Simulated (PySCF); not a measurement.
## How well do the runs reproduce experiment for CFCl3?

**Experimental background.**

From NIST CCCBDB Release 22 (SRD 101), experimental dipoles, for the gas: dipole moment (microwave Stark effect, vibrational ground state) 0.46 ± 0.02 D.

The results are set against them at the end.

Species: CFCl3.
Numbering: `[F:1][C:2]([Cl:3])([Cl:4])[Cl:5]`

Cartesian coordinates in Å at the GFN2-xTB level; atoms count from 1:
```
atom  x, y, z in Å
F1     0.060   -0.141    1.396
C2     0.005   -0.006    0.067
Cl3   -0.458    1.661   -0.313
Cl4    1.603   -0.371   -0.604
Cl5   -1.201   -1.140   -0.563
```

The PySCF runs (gas phase, on this GFN2-xTB geometry; no spin–orbit coupling):

| level | job | basis functions |
| --- | --- | --- |
| B97-2/6-311+G(2d,p) | shieldings | 159 |
| BHandHLYP/6-311+G(2d,p) | shieldings | 159 |
| CAM-B3LYP/6-311+G(2d,p) | shieldings | 159 |
| HCTH407/6-311+G(2d,p) | shieldings | 159 |
| HSE06/6-311+G(2d,p) | shieldings | 159 |
| LC-wPBE/6-311+G(2d,p) | shieldings | 159 |
| OLYP/6-311+G(2d,p) | shieldings | 159 |
| WP04/6-311+G(2d,p) | shieldings | 159 |
| mPW1PW91/6-311+G(2d,p) | shieldings | 159 |
| revPBE/6-311+G(2d,p) | shieldings | 159 |
| wB97X-D/6-311+G(2d,p) | shieldings | 159 |
| wB97X/6-311+G(2d,p) | shieldings | 159 |

All basis functions are spherical.

**Comparison with experiment**

**Dipole moment.** Measured: 0.46 D (NIST CCCBDB Release 22 (SRD 101), experimental dipoles).

| level | computed (D) | computed − measured (D) | % (from the printed values) |
| --- | --- | --- | --- |
| B97-2/6-311+G(2d,p) | 0.40 | -0.06 | -13 |
| BHandHLYP/6-311+G(2d,p) | 0.52 | +0.06 | +13 |
| CAM-B3LYP/6-311+G(2d,p) | 0.48 | +0.02 | +4 |
| HCTH407/6-311+G(2d,p) | 0.33 | -0.13 | -28 |
| HSE06/6-311+G(2d,p) | 0.42 | -0.04 | -9 |
| LC-wPBE/6-311+G(2d,p) | 0.44 | -0.02 | -4 |
| OLYP/6-311+G(2d,p) | 0.33 | -0.13 | -28 |
| WP04/6-311+G(2d,p) | 0.53 | +0.07 | +15 |
| mPW1PW91/6-311+G(2d,p) | 0.43 | -0.03 | -7 |
| revPBE/6-311+G(2d,p) | 0.32 | -0.14 | -30 |
| wB97X-D/6-311+G(2d,p) | 0.43 | -0.03 | -7 |
| wB97X/6-311+G(2d,p) | 0.43 | -0.03 | -7 |

The computed dipoles belong to one fixed geometry; measured ones are averaged over vibrations unless marked μe. Magnitudes are compared, not signs.

No measured geometry was used, and the causes of the misses weren't examined.
